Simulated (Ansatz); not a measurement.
A nudged elastic band was laid between two geometries of ClH3Si + H2O (8 atoms, charge 0, multiplicity 1).

Method: RKS PBE/def2-SVP (Ansatz 0.2.0).

```json
{
 "movable images": "3",
 "climbing image": "no",
 "spring": "5.0 eV/Å²",
 "optimiser": "quadratic models (default)",
 "start path": "through a guess of the saddle point",
 "force threshold": "0.05 eV/Å",
 "iteration limit": "60",
 "end points": "relaxed"
}
```

Image 0:

```xyz
8
Properties=species:S:1:pos:R:3
Si 0.330 0.037 -0.052
Cl 0.297 -0.147 2.046
H 1.788 0.047 -0.419
H -0.300 1.326 -0.467
H -0.308 -1.165 -0.675
O -2.586 0.047 0.737
H -2.763 -0.912 0.707
H -2.116 0.137 1.591
```

Image 4:

```xyz
8
Properties=species:S:1:pos:R:3
Si -0.302 -0.082 -0.520
Cl -0.709 0.753 3.233
H 0.916 -0.829 -0.053
H -0.078 1.395 -0.478
H -0.637 -0.527 -1.918
O -1.637 -0.354 0.508
H -1.936 -1.280 0.569
H -1.275 0.295 2.127
```

**Question.** Which bonds break or form, and what moves?

**Answer.** Bonds broken: Si1–Cl2, O6–H8. Bonds formed: Si1–O6, Cl2–H8. ClH3Si + H2O becomes ClH + H4OSi.

**Question.** Give the energies along the band, and the barrier.

**Answer.** The run converged. The highest image is number 2 of 0 to 4, 0.82 eV above the first end and 0.78 eV above the last; the last end lies 0.04 eV above the first. No image climbed, so the highest image needn't sit at the top of the path. So few images can step over the top or miss a turn of the path. The orbitals stay closed-shell, which can raise the energy where a bond breaks towards radicals; this wasn't checked here.

| image | path coordinate (Å) | energy (eV) | Si1–Cl2 (Å) | O6–H8 (Å) | Si1–O6 (Å) |
| --- | --- | --- | --- | --- | --- |
| 0 | 0.00 | 0.00 | 2.11 | 0.98 | 3.02 |
| 1 | 0.99 | 0.35 | 2.21 | 1.00 | 2.29 |
| 2 | 1.99 | 0.82 | 2.77 | 1.27 | 1.82 |
| 3 | 2.98 | 0.08 | 3.56 | 1.72 | 1.71 |
| 4 | 3.98 | 0.04 | 3.87 | 1.78 | 1.71 |

**Question.** What is the geometry of the highest image?

**Answer.** 
```xyz
8
Properties=species:S:1:pos:R:3:forces:R:3
Si -0.271 0.031 -0.217 -0.16 -0.03 -0.16
Cl -0.023 0.272 2.535 -0.13 0.14 0.36
H 1.177 -0.281 0.054 -0.24 -0.13 0.16
H -0.376 1.452 -0.660 0.00 0.01 -0.09
H -0.643 -1.000 -1.244 -0.04 0.07 -0.33
O -1.852 -0.141 0.678 0.20 -0.07 -0.09
H -2.343 -0.968 0.499 0.09 -0.04 0.00
H -1.324 0.005 1.822 0.29 0.04 0.16
```

The run took 70 s on 1 thread of Arm Neoverse V1, on a shared host, peak memory 0.15 GiB.
